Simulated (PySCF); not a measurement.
Gas-phase reaction: 4 SiH₃ + C₄H₆ (butadiene) = 4 H₂CSiH₂ + H₂

Method: PySCF energies plus ideal-gas RRHO corrections (1 bar). † marks an energy on the PBE0/def2-TZVP geometry and frequencies; other levels use their own. MP2 and CCSD(T) freeze the core. 6-31G* has spherical d functions here. Open shells (unrestricted): SiH₃ (multiplicity 2); the rest are closed-shell singlets. H₂CSiH₂: computed as isolated molecules; such fragments, hydroxides, amides, oligomers or adducts are transient or little studied in the gas. MP2 isn't extrapolated to the basis-set limit. CCSD(T) isn't extrapolated to the basis-set limit.

```csv
level,"ΔH°(298 K), kJ"
BLYP/def2-TZVP†,___
CCSD(T)/def2-SVP†,-50
HF/6-31G*,___
HF/def2-TZVP†,___
M06-2X/def2-TZVP†,-85
MP2/def2-TZVPP†,-114
PBE/def2-TZVP†,-100
PBE0/def2-SVP†,___
LDA/def2-TZVP†,-149
```

What belongs in the gaps?


- BLYP/def2-TZVP†, ΔH°(298 K), kJ: -113
- HF/6-31G*, ΔH°(298 K), kJ: 180
- HF/def2-TZVP†, ΔH°(298 K), kJ: 148
- PBE0/def2-SVP†, ΔH°(298 K), kJ: -29
